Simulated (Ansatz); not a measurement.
formic acid (SMILES O=CO) moved off its minimum; all values from Ansatz (a quantum-chemistry and plane-wave program), cores frozen in correlated methods.
(charge 0, multiplicity 1)
```xyz
5

O      0.93118    -0.91126     0.01195
C     -0.41177    -0.16030    -0.02440
O     -0.53667     1.06797     0.10884
H      1.49602    -0.06874     0.07822
H     -1.16162    -1.00036    -0.02661
```

Give the forces (eV/Å), the total energy and the dipole at CCSD(T)/aug-cc-pVTZ.


```csv
atom,Fx,Fy,Fz
O1,-2.378,4.424,-0.143
C2,2.044,0.346,1.245
O3,0.483,-4.114,-0.738
H4,-0.457,-1.832,-0.092
H5,0.309,1.177,-0.273
```
Energy -189.4910 hartree, dipole 0.76 D.
